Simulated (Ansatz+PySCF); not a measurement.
Values are calculated unless marked as measured or tabulated.
## Ansatz (development build ahead of 0.2.0) run

```yaml
crystal:
  periodic: [false, false, false]
  atoms:
    - { symbol: O, position_ang: [0.0, 0.0, -0.10024] }
    - { symbol: H, position_ang: [0.0, 0.0, 0.80194] }
basis:
  gaussian: { orbitals: def2-SVP }
total_charge: -1
hamiltonian:
  xc: hf
```

The input is written out in the form of the current development build from the run's settings.

Results

| Item | Value |
| --- | --- |
| Converged | yes |
| Total energy | -75.26417 hartree |
| Spin squared of the determinant | 0.000 |
| Stability test | minimum among restricted orbitals |
| Occupied orbitals by symmetry in an Abelian subgroup (alpha; beta) | 3 A1 1 B1 1 B2; 3 A1 1 B1 1 B2 |

Caution: no diffuse functions for an anion.
